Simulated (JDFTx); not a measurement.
An input for JDFTx (a modified build) (C3H4 (built from allene), charge -1, multiplicity 2, CANDLE, water, 2 M KCl; bohr, hartree) and the course of its log:

```
lattice \
  24.0940080890 0.0000000000 0.0000000000 \
  0.0000000000 19.8421243086 0.0000000000 \
  0.0000000000 0.0000000000 19.8421243086
coords-type Cartesian
ion C -2.4429258376 -0.0010273210 0.0034395734 0
ion C 0.0016426981 0.0061097015 0.0034452053 0
ion C 2.4460950545 0.0042756060 0.0037852696 0
ion H -3.5115912514 -1.3270199312 -1.1149871529 0
ion H -3.5185449521 1.3270199312 1.1127023113 0
ion H 3.5176890513 -1.1151771016 1.3262382922 0
ion H 3.5185449521 1.1138434482 -1.3262382922 0
ion-species pseudo/c_pbe_v1.2.upf
ion-species pseudo/h_pbe_v1.4.upf
elec-cutoff 20 100
elec-ex-corr gga-PBE
symmetries none
elec-n-bands 9
spintype z-spin
elec-initial-magnetization 1 yes
elec-initial-charge +1
electronic-scf nIterations 100 energyDiffThreshold 1e-8
fluid LinearPCM
pcm-variant CANDLE
fluid-solvent H2O
fluid-cation K+ 2
fluid-anion Cl- 2
fluid-minimize nIterations 400 knormThreshold 1e-11
dump-name s0.$VAR
dump End State Ecomponents EigStats BandEigs Forces ElecDensity IonicPositions FluidDebug
```

```
[one cycle in 5 is shown, and the last three; fluid-solver lines are left out]
SCF: Cycle:  0   Etot: -19.442572950230819   dEtot: -4.212e-03   |Residual|: 1.049e-02   |deigs|: 1.034e-03
SCF: Cycle:  5   Etot: -19.443908622862843   dEtot: +5.086e-04   |Residual|: 7.958e-03   |deigs|: 2.396e-04
SCF: Cycle: 10   Etot: -19.443682734824996   dEtot: +4.486e-04   |Residual|: 3.388e-03   |deigs|: 1.071e-03
SCF: Cycle: 15   Etot: -19.443639071577557   dEtot: -8.635e-06   |Residual|: 5.825e-04   |deigs|: 2.501e-04
SCF: Cycle: 20   Etot: -19.443706745183810   dEtot: -2.117e-05   |Residual|: 1.040e-03   |deigs|: 2.540e-04
SCF: Cycle: 25   Etot: -19.443811913875066   dEtot: -2.816e-06   |Residual|: 2.187e-03   |deigs|: 6.137e-05
SCF: Cycle: 30   Etot: -19.443840826896086   dEtot: -1.900e-05   |Residual|: 3.284e-03   |deigs|: 5.844e-05
SCF: Cycle: 35   Etot: -19.444090786601318   dEtot: -1.862e-04   |Residual|: 4.071e-03   |deigs|: 5.824e-05
SCF: Cycle: 40   Etot: -19.443935852109163   dEtot: -3.720e-05   |Residual|: 4.788e-03   |deigs|: 8.894e-05
SCF: Cycle: 45   Etot: -19.443907578395297   dEtot: +2.846e-05   |Residual|: 3.916e-03   |deigs|: 3.362e-04
SCF: Cycle: 50   Etot: -19.443905312090834   dEtot: +4.276e-05   |Residual|: 2.648e-03   |deigs|: 4.536e-05
SCF: Cycle: 55   Etot: -19.443827651133951   dEtot: +8.548e-05   |Residual|: 2.588e-03   |deigs|: 2.312e-04
SCF: Cycle: 60   Etot: -19.443933048596207   dEtot: -5.140e-05   |Residual|: 2.920e-03   |deigs|: 7.264e-05
SCF: Cycle: 65   Etot: -19.443800043149537   dEtot: +6.176e-05   |Residual|: 5.154e-03   |deigs|: 1.186e-04
SCF: Cycle: 70   Etot: -19.443578895719163   dEtot: +4.068e-05   |Residual|: 3.210e-03   |deigs|: 3.410e-04
SCF: Cycle: 75   Etot: -19.443727240230810   dEtot: -1.109e-04   |Residual|: 2.169e-03   |deigs|: 1.244e-04
SCF: Cycle: 80   Etot: -19.443753838963918   dEtot: +1.153e-05   |Residual|: 2.608e-03   |deigs|: 7.302e-05
SCF: Cycle: 85   Etot: -19.443677435989862   dEtot: +5.389e-05   |Residual|: 2.583e-03   |deigs|: 2.665e-05
SCF: Cycle: 90   Etot: -19.443557878145263   dEtot: -2.483e-05   |Residual|: 1.962e-03   |deigs|: 8.112e-05
SCF: Cycle: 95   Etot: -19.443674261746402   dEtot: +1.450e-05   |Residual|: 1.648e-03   |deigs|: 2.221e-05
SCF: Cycle: 97   Etot: -19.443722686465087   dEtot: +2.566e-05   |Residual|: 1.694e-03   |deigs|: 5.451e-05
SCF: Cycle: 98   Etot: -19.443766384368995   dEtot: -4.370e-05   |Residual|: 1.749e-03   |deigs|: 7.807e-05
SCF: Cycle: 99   Etot: -19.443715484358894   dEtot: +5.090e-05   |Residual|: 1.644e-03   |deigs|: 2.451e-05
SCF: None of the convergence criteria satisfied after 100 iterations.
IonicMinimize: Iter:   0  Etot: -19.443715484358894  |grad|_K:  0.000e+00
IonicMinimize: Converged (|grad|_K<1.000000e-04).
```

This run gave no converged result. The electronic loop ended without meeting its threshold, so the last energy, chemical potential and forces aren't results.
